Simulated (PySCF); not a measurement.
Geometry:
```csv
atom,x (Å),y (Å),z (Å)
C1,2.091,-0.528,0.077
C2,0.973,0.162,-0.696
C3,-0.420,0.121,-0.041
C4,-1.394,0.862,-0.964
C5,-0.904,-1.321,0.128
C6,-0.407,0.818,1.321
H7,2.234,-0.072,1.053
H8,1.882,-1.585,0.213
H9,3.024,-0.437,-0.476
H10,1.249,1.209,-0.847
H11,0.900,-0.298,-1.685
H12,-1.083,1.896,-1.100
H13,-2.397,0.859,-0.543
H14,-1.433,0.386,-1.942
H15,-0.875,-1.849,-0.822
H16,-0.289,-1.860,0.844
H17,-1.929,-1.330,0.493
H18,0.208,0.274,2.033
H19,-0.019,1.830,1.229
H20,-1.416,0.873,1.723
```

One averaged value for each set of equivalent atoms, a single conformation, relativity neglected, gas phase. Shieldings: GIAO PBE0/pcSseg-1; GFN2-xTB structure; PySCF.

Question: Predict the 2D correlation tables (HSQC, COSY, HMBC).

Answer: 

HSQC (one-bond C–H):
```csv
δH,δC
1.24 (H10/H11),40.4 (C2)
0.98 (H7/H8/H9),10.9 (C1)
0.93 (H12/H13/H14/H15/H16/H17/H18/H19/H20),30.7 (C4/C5/C6)
```

COSY cross peaks (H two or three bonds apart, from the bond graph; peaks can be absent where the dihedral angle is near 90°):
```csv
δH,δH
1.24 (H10/H11),0.98 (H7/H8/H9)
```

HMBC (two and three bonds, from the bond graph):
```csv
δH,δC
1.24 (H10/H11),"32.3 (C3), 30.7 (C4/C5/C6), 10.9 (C1)"
0.98 (H7/H8/H9),"40.4 (C2), 32.3 (C3)"
0.93 (H12/H13/H14/H15/H16/H17/H18/H19/H20),"40.4 (C2), 32.3 (C3), 30.7 (C4/C5/C6)"
```

Shifts are taken against calculated references (same method and geometry level): TMS for ¹H (σref 31.72) and ¹³C (σref 186.93).

Short H···H contacts in this conformer between protons four or more bonds apart (candidates for NOE cross peaks, intensity ∝ r⁻⁶): H7···H18 2.28 Å, H10···H12 2.44 Å.

Shifts are as computed. Against solution values, carbons near 30 ppm lie about +3 ppm off and those near 130 ppm about +5 ppm. Of 1211 compounds with measured shifts, 218 miss one by over three times the rms of a fit or turn the order of signals round; such compounds aren't used in these exercises.
